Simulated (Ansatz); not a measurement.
A made-up structure of CH4AlMg (charge -1), closed shell:

```tsv
atom	x (Å)	y (Å)	z (Å)
C1	2.0243	0.2662	1.0626
Mg2	-0.3545	-0.0484	-0.1838
Al3	-2.1079	-0.2775	-1.1056
H4	-2.3558	-0.0841	-2.5927
H5	-3.4148	-0.6742	-0.4384
H6	2.9451	0.5457	0.6180
H7	2.2261	0.1355	2.0950
```

It is relaxed with PBE-D4/def2-SVPD and then PBE0-D4/def2-TZVPD (Ansatz 0.2.0). Atoms count as bonded within 1.22 times the sum of their covalent radii (H–H: 0.88 Å). The end point is not checked to be a true minimum.

(1) Does its bonding change? (Judge from chemistry; the calculation decides.)

## Answers

(1) Computed: Yes. Formed: C1–Mg2; broken: none.

Where it ends: The first stage lowers the energy by 3.57 eV in 9 steps. It ends as CH₄AlMg ([CH2][Mg][AlH2]), total charge -1:
C1  (1.959, 0.258, 1.029)
Mg2  (0.207, 0.028, 0.104)
Al3  (-2.172, -0.286, -1.142)
H4  (-2.483, -0.089, -2.731)
H5  (-3.588, -0.711, -0.454)
H6  (2.902, 0.547, 0.548)
H7  (2.138, 0.116, 2.102)
(Å)

Labels in which every atom is bracketed show which atoms are joined, not bond orders.

For scale, one of the runs: PBE0-D4/def2-TZVPD relaxation, 151 basis functions, launched by `ansatz run in.yaml --threads 2 --pin off --events-out ev --progress --plain --max-ram 4352MiB`. The run took about 25 s on 2 CPU threads of an Arm Neoverse V1 (shared host).
